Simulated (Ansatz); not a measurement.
A calculation with Ansatz (development build ahead of 0.2.0).

```yaml
crystal:
  periodic: [false, false, false]
  atoms:
    - { symbol: C, position_ang: [0.64677, 0.62788, 0.75249] }
    - { symbol: C, position_ang: [-0.15831, -0.1635, -0.1842] }
    - { symbol: "N", position_ang: [-0.78381, -0.7742, -0.9052] }
    - { symbol: H, position_ang: [0.98356, 1.54363, 0.26977] }
    - { symbol: H, position_ang: [0.04812, 0.88389, 1.62489] }
    - { symbol: H, position_ang: [1.51431, 0.05269, 1.07064] }
basis:
  gaussian: { orbitals: def2-SVP }
total_charge: 1
magnetization:
  spin_polarized: true
  initial_magnetization: 1
hamiltonian:
  xc: pbe0
output:
  forces: true
```

The input is written out in the form of the current development build from the run's settings.

The run gave:

```yaml
Converged: yes
Total_energy: -132.03536 hartree
Spin_squared_of_the_determinant: 0.753
Stability_test: minimum
```

Forces (eV/Å):
```json
{"atom": "C1", "Fx": "-0.484", "Fy": "-1.681", "Fz": "-2.643"}
{"atom": "C2", "Fx": "6.286", "Fy": "6.237", "Fz": "7.395"}
{"atom": "N3", "Fx": "-5.191", "Fy": "-5.054", "Fz": "-5.953"}
{"atom": "H4", "Fx": "-0.206", "Fy": "0.795", "Fz": "-0.264"}
{"atom": "H5", "Fx": "-0.700", "Fy": "0.308", "Fz": "0.984"}
{"atom": "H6", "Fx": "0.295", "Fy": "-0.605", "Fz": "0.480"}
```
